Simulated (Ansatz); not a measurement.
Born–Oppenheimer molecular dynamics of H6N2Si (9 atoms, charge 0, multiplicity 1). It starts from a relaxed structure.

Computed with RKS B3LYP-D4/def2-SVP in Ansatz 0.2.0.

```
ensemble                      : NVE (velocity Verlet)
time step                     : 0.5 fs
steps asked                   : 100
starting velocities drawn for : 300 K
seed                          : 888064
```

First frame:

```xyz
9
Properties=species:S:1:pos:R:3
Si -0.100 0.003 -0.015
H -0.190 -0.115 1.477
H 1.352 0.130 -0.365
N -0.813 1.391 -0.756
H -1.799 1.604 -0.640
H -0.265 2.229 -0.924
N -0.945 -1.396 -0.577
H -1.005 -2.231 -0.003
H -1.001 -1.615 -1.566
```

**Question.** How far do the bonds stretch over the last three quarters of this one trajectory? (Pairs bonded in most of those frames.)

**Answer.** 
```json
{"bond": "Si1–H2", "mean (Å)": "1.500", "spread (Å)": "0.022", "shortest": "1.47", "longest": "1.53"}
{"bond": "Si1–H3", "mean (Å)": "1.498", "spread (Å)": "0.008", "shortest": "1.49", "longest": "1.51"}
{"bond": "Si1–N4", "mean (Å)": "1.740", "spread (Å)": "0.026", "shortest": "1.70", "longest": "1.77"}
{"bond": "Si1–N7", "mean (Å)": "1.734", "spread (Å)": "0.038", "shortest": "1.67", "longest": "1.79"}
{"bond": "N4–H5", "mean (Å)": "1.017", "spread (Å)": "0.007", "shortest": "1.00", "longest": "1.03"}
{"bond": "N4–H6", "mean (Å)": "1.018", "spread (Å)": "0.020", "shortest": "0.99", "longest": "1.05"}
{"bond": "N7–H8", "mean (Å)": "1.016", "spread (Å)": "0.029", "shortest": "0.97", "longest": "1.06"}
{"bond": "N7–H9", "mean (Å)": "1.018", "spread (Å)": "0.036", "shortest": "0.97", "longest": "1.07"}
```

Mean temperature of the second half: 138 K. The conserved energy stayed within 0.42 meV per atom of its start (net change 0.13 meV per atom), so the integration is sound. A run of 0.05 ps of so small a system gives no equilibrium averages.

The run took 5.7 min on 1 thread of Arm Neoverse N1, with other jobs on the host, peak memory 0.13 GiB.
